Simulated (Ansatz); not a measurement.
Start from `CCC(C)CC` and change one atom or group to get `CCCC`.

Ansatz, PBE0-D4/def2-TZVP geometries, multiplicity 1. Each molecule was computed in one conformer, which needn't be the lowest.

```
                                        property  `CCC(C)CC`
size of the dipole moment (B3LYP/def2-TZVPP) / D        0.11
  size of the dipole moment (PBE/def2-TZVPP) / D        0.11
             HOMO energy (B3LYP/def2-TZVPP) / eV       -8.40
            HOMO–LUMO gap (PBE0/def2-TZVPP) / eV        9.74
           HOMO–LUMO gap (B3LYP/def2-TZVPP) / eV        9.23
               LUMO energy (PBE/def2-TZVPP) / eV        0.37
```

(1) Give the same properties after the change, and the shifts. (Best estimate.)

Answers

(1) The calculation gave: 
```tsv
property	`CCCC`	shift
size of the dipole moment (B3LYP/def2-TZVPP) / D	0.00	-0.11
size of the dipole moment (PBE/def2-TZVPP) / D	0.00	-0.11
HOMO energy (B3LYP/def2-TZVPP) / eV	-8.80	-0.40
HOMO–LUMO gap (PBE0/def2-TZVPP) / eV	10.25	0.51
HOMO–LUMO gap (B3LYP/def2-TZVPP) / eV	9.75	0.52
LUMO energy (PBE/def2-TZVPP) / eV	0.50	0.13
```

With PBE0 the HOMO falls by 0.38 eV and the LUMO rises by 0.13 eV, so the gap widens by about 0.51 eV. PBE moves the HOMO by -0.32 eV and ωB97M-V by -0.44 eV.

B3LYP here is the variant with VWN-RPA as its local correlation; programs differ in this.
